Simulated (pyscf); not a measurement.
Optimised with ωB97X-D3(BJ)/def2-SVP in PySCF.

Q: Estimate by transition-state theory the rate constant of oxygen (O=O) [triplet] + ethyl (•H₂C–CH₃) -> •O–OH + ethylene (H₂C=CH₂) (doublet surface; C–H broken, H–O formed) at 600 K, with ωB97M-D3(BJ)/def2-TZVP energies (ideal gas, 1 atm, RRHO with modes under 100 cm⁻¹ raised to 100, one conformer, R ln 2 for rigid chiral ones; no tunnelling).

A: The electronic barrier is 17.8 kcal/mol and the thermal terms add +18.8, so ΔG‡ = 36.7 kcal/mol. With k_BT/h = 1.25e+13 s⁻¹ and RT = 1.192 kcal/mol, and a volume of 8.18e-20 cm³ per molecule at 1 atm, k = 4.4e-20 cm³ molecule⁻¹ s⁻¹. Wigner's tunnelling factor for 2385i cm⁻¹ would be 2.36, likely too low at so high a frequency. A shift of 1 kcal/mol in the barrier changes k by a factor 2.3. On the product side the descent ends in a complex, 5.4 kcal/mol under the separated species and 34.2 kcal/mol under the saddle at ωB97X-D3(BJ)/def2-TZVP. This is the saddle that the search found; another between the same sides may lie lower. The angle at the transferred H is 156°. An unrestricted DFT solution here is markedly spin-contaminated.
